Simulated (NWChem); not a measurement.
System: acetonitrile (C2H3N); SMILES N#CC

```xyz
6

C      0.0000     0.0000    -1.1625
C      0.0000     0.0000     0.2907
N      0.0000     0.0000     1.4476
H      1.0196     0.1555    -1.5430
H     -0.3751    -0.9607    -1.5430
H     -0.6445     0.8052    -1.5430
```
Atoms are numbered in this order, from 1.

Level: PBE0/def2-SVP (NWChem), optimised geometry, unscaled harmonic frequencies. 

| frequency (cm⁻¹) | IR intensity (km/mol) |
|---|---|
| 387 | 0.2 |
| 387 | 0.2 |
| 963 | 1.3 |
| 1038 | 4.6 |
| 1038 | 4.6 |
| 1383 | 3.8 |
| 1440 | 13.4 |
| 1440 | 13.4 |
| 2421 | 13.9 |
| 3076 | 1.1 |
| 3180 | 0.1 |
| 3180 | 0.1 |

zero-point energy: 28.5 kcal/mol
thermal correction to the enthalpy at 298.15 K (with zero-point energy): 31.3 kcal/mol
heat capacity Cv: 10.3 cal/(mol K)
entropy at 298.15 K and 1 atm (symmetry number 3): 57.9 cal/(mol K)
dipole moment: 3.83 D

Rigid rotor and harmonic oscillator.
